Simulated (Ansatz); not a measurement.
`N=C1CC1F` + HCl → `N=C1CC1Cl` + H–F  (substitution at a C–F bond)

Calculated with Ansatz (gas phase, PBE0-D4/def2-TZVP geometries, no zero-point term in ΔE). CCSD(T)/CBS adds triple-zeta CCSD(T) − MP2 to the extrapolated MP2 energy (def2 sets, frozen cores). This one scheme is used for every species. Functionals use def2-TZVPP. B3LYP here is the variant with VWN-RPA as its local correlation; programs differ in this. Each species was taken in one conformer, which may not be the lowest.

```
             level  ΔE (kJ/mol)
          B3LYP-D4        -22.7
           r2SCAN0        -23.8
         CAM-B3LYP        -13.9
SCS-MP2/def2-TZVPP        -33.2
```

Problem. What does CCSD(T)/CBS give? (An estimate is asked.)

Solution. Computed: -33.9 kJ/mol. The listed levels differ from it by 11.2, 10.1, 20.0, 0.7 kJ/mol.

Problem. What do rigid-rotor, harmonic-oscillator terms from PBE0-D4/def2-TZVP frequencies (298.15 K, 1 bar) make of the CCSD(T)/CBS value? (Best estimate.)

Solution. Ansatz gave: ΔZPE = +3.6 kJ/mol, ΔH = -29.8 kJ/mol, ΔS = -2 J/(mol·K), ΔG = -29.1 kJ/mol.

Largest T1 diagnostic among the species: 0.012.

At CCSD(T), def2-SVP lies +22.9 kJ/mol from the extrapolated value and def2-TZVPP +5.7 kJ/mol. The D4 term adds −6.4 kJ/mol with B3LYP and −3.4 kJ/mol with PBE0; it sums over pairs of atoms, weighted by their polarisabilities, and B3LYP, whose exchange is more repulsive, gets the larger term. Leaving LDA and LC-ωPBE aside and taking each functional with its dispersion term where it has one, the values, not all of them listed here, spread over 14.2 kJ/mol, from PBE-QIDH to B97M-V.
